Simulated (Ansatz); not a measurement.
# C4N2: the cost of one run

Computed with Ansatz 0.2.0 (the levels named in each step, unless a step's input says otherwise).

### Step 1. The starting structure

Bond lengths: N1–C2 1.149 Å, C2–C3 1.359 Å, C3–C4 1.215 Å, C4–C5 1.359 Å, C5–N6 1.149 Å. Angles: N1–C2–C3 180.0°, C2–C3–C4 180.0°, C3–C4–C5 180.0°, C4–C5–N6 180.0°.

Structure file:

```xyz
6

N     0.0000    0.0000   -3.1158
C     0.0000    0.0000   -1.9668
C     0.0000    0.0000   -0.6076
C     0.0000    0.0000    0.6076
C     0.0000    0.0000    1.9668
N     0.0000    0.0000    3.1158
```

### Step 2. A rough first relaxation, PBE-D4/def2-SVPD

input.yaml

```yaml
crystal:
  periodic: [false, false, false]
  atoms:
    - { symbol: "N", position_ang: [0.0, 0.0, -3.11582] }
    - { symbol: C, position_ang: [0.0, 0.0, -1.96677] }
    - { symbol: C, position_ang: [0.0, 0.0, -0.60762] }
    - { symbol: C, position_ang: [0.0, 0.0, 0.6076] }
    - { symbol: C, position_ang: [0.0, 0.0, 1.96679] }
    - { symbol: "N", position_ang: [0.0, 0.0, 3.11582] }
basis:
  gaussian: { orbitals: def2-SVPD }
hamiltonian:
  xc: pbe
  dispersion: d4
relax:
  f_tol: 0.03
  max_steps: 200
```

Run with:

```
$ ansatz run input.yaml --threads 4 --pin off --max-ram 10240MiB --backend cpu --events-out ev --progress --plain --runs-dir out
```

What time and memory should one allow on 4 threads of Intel Xeon Platinum 8488C (Sapphire Rapids), shared host?

About 2.6 s, with a peak of 0.16 GiB.
